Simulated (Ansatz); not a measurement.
## Worked example: the enthalpy of formation of CS2 (carbon disulfide)

CS2 has 3 atoms, charge 0, and is taken as a singlet. SMILES: `S=C=S`. The coordinates come from a PBE0-D4/def2-TZVP relaxation.

| atom | x (Å) | y (Å) | z (Å) |
| --- | --- | --- | --- |
| S | 1.3570 | -0.1560 | 0.7291 |
| C | 0.0000 | 0.0000 | 0.0000 |
| S | -1.3570 | 0.1560 | -0.7291 |

Total energies at HF/3-21G (Ansatz 0.2.0); the atoms run unrestricted:

| species | state | energy (Eh) |
| --- | --- | --- |
| CS2 | singlet | -828.755087 |
| S | triplet | -395.551336 |
| C | triplet | -37.481070 |

Harmonic wavenumbers at PBE0-D4/def2-TZVP, in cm⁻¹: 413, 413, 692, 1598.

Measured heats of formation of the gaseous atoms at 298.15 K, in kJ/mol: S 277.0, C 716.9. Spin-orbit lowering of the atoms at 298 K (mean of the ground term's levels less their thermal mean, from spectra), in kJ/mol: S 1.88, C 0.02. Take 1 Eh = 2625.50 kJ/mol, 1 cm⁻¹ = 0.0119627 kJ/mol, RT = 2.479 kJ/mol.

Problem. Work out the heat of formation of the gas at 298 K.

Solution. 
1. Electronic atomisation energy: 2 × (-395.551336) + (-37.481070) − (-828.755087) = 0.171345 Eh = 449.9 kJ/mol.
2. Zero-point energy: half the sum of the wavenumbers, 1558 cm⁻¹ = 18.6 kJ/mol.
3. Thermal vibrational enthalpy, Σ hcν̃/(exp(hcν̃/kT) − 1): 1.9 kJ/mol. Translation, rotation and pV of a linear molecule: 3.5 RT = 8.7 kJ/mol.
4. The 3 free atoms carry 5/2 RT each: 18.6 kJ/mol.
5. Spin-orbit coupling lowers the free atoms by 2 × 1.88 + 0.02 = 3.8 kJ/mol.
6. Atomisation enthalpy at 298 K: 449.9 − 3.8 − 18.6 − 1.9 − 8.7 + 18.6 = 435.5 kJ/mol.
7. Sum of the atoms' heats of formation: 1270.9 kJ/mol. Heat of formation: 1270.9 − 435.5 = +835.4 kJ/mol.

The tabulated value is +116.9 kJ/mol (NIST-JANAF tables), so this level is off by +718.5 kJ/mol, or 62.3 % of the atomisation enthalpy. Hartree–Fock leaves out correlation, which is larger in the molecule than in the atoms, so it underbinds and puts the heat of formation too high. A basis without polarisation functions underbinds badly. Anharmonicity and any spin-orbit splitting of the molecule are left out.
